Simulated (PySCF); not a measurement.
Compound: C4H8.
SMILES: `C/C=C/C`

Linear response at PBE0/aug-cc-pVTZ (PySCF, frozen core in the response, non-relativistic). Geometry: PBE0-D3(BJ)/def2-TZVP; no solvent, vibrations or thermal averaging.

Static isotropic polarisability: 53.54 au (7.93 Å³), principal values 41.5, 48.3, 70.8 au.

(1) What is the polarisability at 1064 nm and at the sodium D line?

(2) What is the isotropic C6 coefficient between two such molecules, C6 = (3/π)∫α(iω)² dω?

(3) Which effective excitation energy ω̄ makes London's formula C6 = (3/4)α²ω̄ exact here?

(4) The lowest 10 singlets have (eV, f): 5.97, 0.002; 6.35, 0.000; 6.37, 0.000; 6.73, 0.000; 6.96, 0.313; 7.12, 0.019; 7.24, 0.016; 7.29, 0.000; 7.73, 0.020; 7.95, 0.000. What share of the static polarisability do they carry in the sum over states α = Σ f/ω²?

(5) How anisotropic is the static polarisability, by Δα² = ½[(α1 − α2)² + (α2 − α3)² + (α3 − α1)²]?

(6) What three-body coefficient follows from the one-pole estimate C9 = (3/4)·α·C6?

## Answers

(1) 54.05 au at 1064 nm (+0.9 %), 55.26 au at 589.3 nm (+3.2 %). The rise at 589.3 nm is 3.39 times that at 1064 nm; a pure ω² law gives 3.26. The lowest singlet lies at 208 nm, shorter than both wavelengths.

(2) 1141 au (Eh·bohr⁶) by a ten-point quadrature over imaginary frequencies, which is 682 eV·Å⁶ or 65.8 J·nm⁶/mol.

(3) ω̄ = 4·C6/(3α²) = 0.531 Eh = 14.4 eV. A one-pole form α(ω) = α/(1 − ω²/ω̄²) fitted to the 1064 nm value gives 12.0 eV.

(4) 5.56 au, 10.4 % of α; the largest term, 4.77 au, is that of the state at 6.96 eV. Their oscillator strengths add up to 0.37. Higher states carry the rest.

(5) Δα = 26.6 au, or 0.50 of the isotropic value.

(6) 45800 au. This is an estimate from the two numbers above, not a computed integral.
